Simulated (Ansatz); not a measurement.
Input file:

```yaml
crystal:
  periodic: [false, false, false]
  atoms:
    - {symbol: Cl, position_ang: [-1.451861, 0.026478, 0.000000]}
    - {symbol: H, position_ang: [0.055139, 0.026478, 0.000000]}
    - {symbol: Si, position_ang: [1.667139, 0.026478, 0.000000]}
    - {symbol: H, position_ang: [2.279319, -0.847806, 1.090012]}
    - {symbol: H, position_ang: [2.279319, -0.847806, -1.090012]}
basis:
  gaussian: {orbitals: cc-pVDZ, point_charges: [{charge: -1.00, position_ang: [6.776, -0.792, -0.384]}]}
magnetization: {spin_polarized: false}
hamiltonian: {xc: hf}
accuracy: high
output: {forces: true, orbitals: {seedname: orbitals}}
```

```sh
$ ansatz run in.yaml --threads 1 --pin off --events-out ev --progress --plain --max-ram 2393MiB
```

The program prints:

```
1088 factors; integrals over basis functions are off by at most 3.7e-9 eV
mean field evaluation 1: about -20409.1037 eV, gradient 1.7e1 eV
mean field evaluation 2: about -20409.1076 eV, gradient 1.7e1 eV
mean field evaluation 4: about -20410.4415 eV, gradient 1.6e0 eV
mean field evaluation 8: about -20410.4784 eV, gradient 1.2e-1 eV
mean field -20410.47871500 eV, -750.0712580569 hartree, gradient 9.6e-8 eV, S^2 0.000000; 0 other end points of the search recorded, 0 dependent functions left out
the calculation of the forces begins
reference -20410.47871500 eV, -750.0712580569 hartree; 17, 17 occupied and 34, 34 virtual orbitals, 1088 factors
Total energy: -20410.47871500 eV, -750.0712580569 hartree
Atom 0 at    -1.451861     0.026478     0.000000 Å, force     0.528596    -0.472575     0.001010 eV/Å
Atom 1 at     0.055139     0.026478     0.000000 Å, force    -3.025964     1.350646     0.005797 eV/Å
Atom 2 at     1.667139     0.026478     0.000000 Å, force     2.926339    -2.189147    -0.044066 eV/Å
Atom 3 at     2.279319    -0.847806     1.090012 Å, force    -0.146044     0.621530     0.069660 eV/Å
Atom 4 at     2.279319    -0.847806    -1.090012 Å, force    -0.163047     0.629721    -0.044466 eV/Å
Dipole moment:     1.097119     0.081563    -0.012855 e Å
```

Forces (eV/Å):
```
Cl   0.529 -0.473  0.001
H   -3.026  1.351  0.006
Si   2.926 -2.189 -0.044
H   -0.146  0.622  0.070
H   -0.163  0.630 -0.044
```

Ran on 1 thread of Arm Neoverse V2, shared host: 1.1 s wall, 0.28 GiB peak host memory.
